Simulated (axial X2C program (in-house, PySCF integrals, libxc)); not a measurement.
# Outer orbitals of SiS⁺ at 2.083 Å, M06

Calculated with an in-house relativistic program for diatomic molecules. Spin-free means the one-electron spin-free X2C Hamiltonian; two-component (2c) means X2C with spin–orbit coupling and atomic mean-field two-electron Coulomb and Gaunt terms, so the difference of the two also holds small scalar two-electron terms. Basis: S dyall-av3z [9s8p3d2f], Si dyall-v3z [8s7p2d1f] (cores contracted in-house); Gaussian nuclei, density fitting, unrestricted open shells. Masses: S 31.972 u, Si 27.977 u.

The distance is close to the 2c PBE0 minimum; the highest filled and lowest empty levels are listed.

Spin-free orbitals, state M_S = 1/2, Λ = 1 (beyond evenly filled blocks: π+α, π+β, π-α) (Löwdin shares):

```json
{"symmetry": "σα", "occupied": "yes", "ε (eV)": "-27.51", "atomic character": "72% S s, 10% Si p, 9% Si s"}
{"symmetry": "σβ", "occupied": "yes", "ε (eV)": "-26.39", "atomic character": "70% S s, 10% Si p, 10% Si s"}
{"symmetry": "σα", "occupied": "yes", "ε (eV)": "-19.73", "atomic character": "45% Si s, 36% S p, 11% S s"}
{"symmetry": "σβ", "occupied": "yes", "ε (eV)": "-19.38", "atomic character": "47% Si s, 33% S p, 12% S s"}
{"symmetry": "π-α", "occupied": "yes", "ε (eV)": "-15.58", "atomic character": "80% S p, 12% Si p, 5% Si d"}
{"symmetry": "π+α", "occupied": "yes", "ε (eV)": "-15.58", "atomic character": "80% S p, 12% Si p, 5% Si d"}
{"symmetry": "σα", "occupied": "yes", "ε (eV)": "-15.07", "atomic character": "38% S p, 35% Si p, 19% Si s"}
{"symmetry": "π+β", "occupied": "yes", "ε (eV)": "-14.83", "atomic character": "76% S p, 16% Si p, 5% Si d"}
{"symmetry": "σβ", "occupied": "yes", "ε (eV)": "-14.77", "atomic character": "40% S p, 36% Si p, 16% Si s"}
{"symmetry": "π-β", "occupied": "no", "ε (eV)": "-12.25", "atomic character": "70% S p, 23% Si p, 4% Si d"}
{"symmetry": "π-α", "occupied": "no", "ε (eV)": "-9.21", "atomic character": "69% Si p, 12% S p, 11% S d"}
{"symmetry": "π+α", "occupied": "no", "ε (eV)": "-9.21", "atomic character": "69% Si p, 12% S p, 11% S d"}
{"symmetry": "π+β", "occupied": "no", "ε (eV)": "-9.04", "atomic character": "66% Si p, 16% S p, 11% S d"}
```

Spinors with spin–orbit coupling (state Ω = 3/2):

```json
{"ω": "1/2", "occupied": "yes", "ε (eV)": "-27.50", "atomic character": "72% S s, 10% Si p, 9% Si s", "λ mixture": "100% σ"}
{"ω": "-1/2", "occupied": "yes", "ε (eV)": "-26.39", "atomic character": "70% S s, 10% Si p, 10% Si s", "λ mixture": "100% σ"}
{"ω": "1/2", "occupied": "yes", "ε (eV)": "-19.73", "atomic character": "45% Si s, 36% S p, 11% S s", "λ mixture": "100% σ"}
{"ω": "-1/2", "occupied": "yes", "ε (eV)": "-19.38", "atomic character": "47% Si s, 33% S p, 12% S s", "λ mixture": "100% σ"}
{"ω": "-1/2", "occupied": "yes", "ε (eV)": "-15.60", "atomic character": "80% S p, 12% Si p, 5% Si d", "λ mixture": "100% π"}
{"ω": "3/2", "occupied": "yes", "ε (eV)": "-15.55", "atomic character": "80% S p, 13% Si p, 5% Si d", "λ mixture": "100% π"}
{"ω": "1/2", "occupied": "yes", "ε (eV)": "-15.07", "atomic character": "38% S p, 34% Si p, 19% Si s", "λ mixture": "99% σ, 1% π"}
{"ω": "1/2", "occupied": "yes", "ε (eV)": "-14.84", "atomic character": "76% S p, 17% Si p, 5% Si d", "λ mixture": "99% π, 1% σ"}
{"ω": "-1/2", "occupied": "yes", "ε (eV)": "-14.77", "atomic character": "40% S p, 36% Si p, 16% Si s", "λ mixture": "100% σ"}
{"ω": "-3/2", "occupied": "no", "ε (eV)": "-12.22", "atomic character": "70% S p, 23% Si p, 4% Si d", "λ mixture": "100% π"}
{"ω": "-1/2", "occupied": "no", "ε (eV)": "-9.22", "atomic character": "69% Si p, 12% S p, 11% S d", "λ mixture": "100% π"}
{"ω": "3/2", "occupied": "no", "ε (eV)": "-9.19", "atomic character": "69% Si p, 12% S p, 11% S d", "λ mixture": "100% π"}
{"ω": "1/2", "occupied": "no", "ε (eV)": "-9.05", "atomic character": "66% Si p, 16% S p, 11% S d", "λ mixture": "100% π"}
```

Mulliken charges and populations of the two-component result (they depend on the basis, above all on diffuse functions):

S 0.24 e (s 5.98 p 9.71 d 0.06), Si 0.76 e (s 5.84 p 7.24 d 0.15 f 0.02). ⟨Lz⟩ = 1.00 ħ and ⟨Sz⟩ = 0.50 ħ (0.46 and 0.04 on the two atoms), which add up to Ω.

The state is one determinant whose occupation by symmetry is held fixed; it was picked as the lowest of a PBE0 search that is not exhaustive. Density functionals use the spin component along the axis (collinear). Other states lie close and PBE0, whose exact exchange favours high spin, may order them wrongly; the determinant shown need not be the ground state. The nearest other spin-free determinant of the search, M_S = 1/2, Λ = 0, lies 0.33 eV up at the distance of the search. Without a current term, density functionals place determinants with orbital angular momentum somewhat too high.
